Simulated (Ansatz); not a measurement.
The inner images of a band of C₂H₃FN (7 atoms, charge 0, multiplicity 2) are given out of order.

Method: UKS B3LYP-D4/def2-SVP (Ansatz 0.2.0).

Initial state:

```xyz
7
Properties=species:S:1:pos:R:3
N -0.445 0.871 -0.238
C 0.521 0.035 0.341
C 0.702 -1.259 0.070
F 0.082 -1.983 -0.847
H -1.110 0.379 -0.830
H -0.938 1.457 0.433
H 1.189 0.501 1.070
```

Final state:

```xyz
7
Properties=species:S:1:pos:R:3
N -0.499 1.056 -0.206
C 0.287 -0.049 0.135
C 0.201 -1.276 -0.376
F 1.023 -2.291 -0.219
H -1.289 0.827 -0.803
H -0.809 1.596 0.598
H 1.085 0.137 0.869
```

Problem. Put them in order from the first end to the last, with their energies above the first end.
A.
```xyz
7
Properties=species:S:1:pos:R:3
N -0.521 0.973 -0.190
C 0.403 0.010 0.224
C 0.398 -1.295 -0.037
F 0.697 -2.359 -0.732
H -1.306 0.621 -0.729
H -0.814 1.631 0.528
H 1.143 0.420 0.936
```
B.
```xyz
7
Properties=species:S:1:pos:R:3
N -0.504 1.000 -0.184
C 0.374 -0.013 0.215
C 0.173 -1.262 -0.225
F 0.890 -2.326 -0.499
H -1.273 0.653 -0.752
H -0.832 1.628 0.544
H 1.172 0.320 0.901
```
C.
```xyz
7
Properties=species:S:1:pos:R:3
N -0.496 0.921 -0.238
C 0.423 -0.004 0.278
C 0.700 -1.290 0.063
F 0.376 -2.208 -0.824
H -1.282 0.560 -0.769
H -0.809 1.592 0.460
H 1.089 0.429 1.030
```
D.
```xyz
7
Properties=species:S:1:pos:R:3
N -0.514 0.974 -0.180
C 0.409 0.002 0.230
C 0.250 -1.275 -0.131
F 0.798 -2.351 -0.637
H -1.290 0.619 -0.735
H -0.822 1.631 0.530
H 1.168 0.400 0.923
```
E.
```xyz
7
Properties=species:S:1:pos:R:3
N -0.469 0.883 -0.245
C 0.474 0.012 0.319
C 0.720 -1.272 0.058
F 0.216 -2.085 -0.851
H -1.217 0.446 -0.777
H -0.846 1.550 0.423
H 1.122 0.467 1.073
```
F.
```xyz
7
Properties=species:S:1:pos:R:3
N -0.513 0.968 -0.221
C 0.385 0.000 0.236
C 0.587 -1.305 0.051
F 0.555 -2.312 -0.790
H -1.303 0.627 -0.756
H -0.809 1.619 0.505
H 1.097 0.403 0.975
```
G.
```xyz
7
Properties=species:S:1:pos:R:3
N -0.498 1.035 -0.194
C 0.330 -0.028 0.180
C 0.168 -1.262 -0.303
F 0.962 -2.306 -0.353
H -1.271 0.729 -0.780
H -0.836 1.612 0.572
H 1.146 0.222 0.877
```

Solution. E (+0.02 eV), C (+0.12 eV), F (+0.41 eV), A (+0.83 eV), D (+0.51 eV), B (+0.20 eV), G (+0.06 eV).

Time of the run: 9.4 min on 1 thread of Arm Neoverse N1, on a shared host, peak memory 0.17 GiB.
